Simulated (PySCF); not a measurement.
# Vibration and rotation of AlP⁻

ROHF-CCSD(T) constants of AlP⁻, ²Σ⁺ (doublet), unpaired electrons σ ↑ (PySCF, spin-free X2C with a Gaussian nucleus, basis sets Al aug-cc-pVDZ-DK, P aug-cc-pVDZ-DK; masses 26.9815 and 30.9738 u):

| Item | Value |
| --- | --- |
| ωe | 503.6 cm⁻¹ |
| ωexe | 2.22 cm⁻¹ |
| Be | 0.24372 cm⁻¹ |
| αe | 0.00154 cm⁻¹ |
| D (centrifugal) | 2.28e-07 cm⁻¹ |

Give the vibrational terms G(v) and spacings up to v = 6.

G(v) = ωe(v+½) − ωexe(v+½)².

```tsv
v	G(v) (cm⁻¹)	G(v) − G(v−1)	Bv (cm⁻¹)
0	251		0.2429
1	750	499	0.2414
2	1245	495	0.2399
3	1735	490	0.2383
4	2221	486	0.2368
5	2703	481	0.2352
6	3180	477	0.2337
```

Correlated steps freeze 10 core orbitals. The CCSD T1 diagnostic is raised, a sign that a single reference may not be enough here. The state was picked by a PBE0 search and need not be the measured ground state.
